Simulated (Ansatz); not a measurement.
**BeMgH2 (H-bridged), triplet along the scale of all distances**

Starting geometry (PBE0/def2-TZVP stationary point for this spin, not checked as a minimum):

```csv
atom,x (Å),y (Å),z (Å)
Be,0.0000,-0.0640,1.9142
Mg,0.0000,-0.0368,-0.6569
H,0.0000,1.0491,1.0318
H,0.0000,0.4099,-2.3070
```

From there all distances are scaled together; atoms are numbered as listed. Energies are in kcal/mol, counted from the starting geometry at the same level. Kohn–Sham curves are unrestricted where that lies lower.

Basis 6-31G; Ansatz 0.2.0. Correlated methods freeze the noble-gas cores. The metal's outer-core shells are frozen, which leaves out core–valence correlation.

Full CI is exact within this basis and frozen core; it isn't the basis-set limit.

```json
{"scale of all distances": "0.891", "wB97M-V": "14.2"}
{"scale of all distances": "1.000", "wB97M-V": "0.0"}
{"scale of all distances": "1.130", "wB97M-V": "8.0"}
{"scale of all distances": "1.301", "wB97M-V": "33.0"}
{"scale of all distances": "1.526", "wB97M-V": "63.8"}
{"scale of all distances": "1.763", "wB97M-V": "79.6"}
{"scale of all distances": "2.021", "wB97M-V": "84.6"}
{"scale of all distances": "2.381", "wB97M-V": "86.2"}
```

Task: Estimate the full CI curve in 6-31G from this one, knowing how wB97M-V errs.

Result: The computed full CI values, in kcal/mol from the starting point, and the error of wB97M-V against them:
| scale of all distances | full CI | wB97M-V less full CI |
| --- | --- | --- |
| 0.891 | 17.2 | -3.0 |
| 1.000 | 0.0 | 0.0 |
| 1.130 | 5.0 | 2.9 |
| 1.301 | 25.7 | 7.4 |
| 1.526 | 48.7 | 15.1 |
| 1.763 | 57.8 | 21.8 |
| 2.021 | 59.2 | 25.5 |
| 2.381 | 58.8 | 27.4 |

wB97M-V at 2.381 lies 27.4 kcal/mol (47 %) above the reference in this basis.

In so small a basis the reference is far from its limit while semilocal and hybrid functionals are nearer theirs, so the functionals' errors here hold much of the reference's basis and frozen-core error, which can add to them or hide them.
